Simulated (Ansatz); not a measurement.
`FCC=C=S` and `NC=C=S` differ in one atom or group.

Ansatz, PBE0-D4/def2-TZVP geometries, multiplicity 1. Each molecule was computed in one conformer, which needn't be the lowest.

```json
{"property": "LUMO energy (PBE/def2-TZVPP) / eV", "`FCC=C=S`": "-3.31"}
{"property": "HOMO–LUMO gap (PBE0/def2-TZVPP) / eV", "`FCC=C=S`": "4.41"}
{"property": "ideal-gas entropy at 298 K and 1 bar (rigid rotor, harmonic PBE0-D4/def2-TZVP) / J/(mol·K)", "`FCC=C=S`": "317"}
{"property": "HOMO energy (ωB97M-V/def2-TZVPP) / eV", "`FCC=C=S`": "-8.84"}
{"property": "size of the dipole moment (B3LYP/def2-TZVPP) / D", "`FCC=C=S`": "1.55"}
{"property": "LUMO energy (PBE0/def2-TZVPP) / eV", "`FCC=C=S`": "-2.41"}
```

Question: Give the same properties after the change, and the shifts. (An estimate is asked.)

Answer: Computed: 
```csv
property,`NC=C=S`,shift
LUMO energy (PBE/def2-TZVPP) / eV,-3.10,0.21
HOMO–LUMO gap (PBE0/def2-TZVPP) / eV,3.42,-0.99
"ideal-gas entropy at 298 K and 1 bar (rigid rotor, harmonic PBE0-D4/def2-TZVP) / J/(mol·K)",293,-24
HOMO energy (ωB97M-V/def2-TZVPP) / eV,-7.64,1.20
size of the dipole moment (B3LYP/def2-TZVPP) / D,2.09,0.54
LUMO energy (PBE0/def2-TZVPP) / eV,-2.18,0.23
```

With PBE0 the HOMO rises by 1.22 eV and the LUMO rises by 0.23 eV, so the gap narrows by about 0.99 eV. PBE moves the HOMO by 1.25 eV and ωB97M-V by 1.20 eV. The zero-point energy changes by -10.3 kJ/mol with -3 modes. Dipoles are sizes alone; their direction can turn.

B3LYP here is the variant with VWN-RPA as its local correlation; programs differ in this.
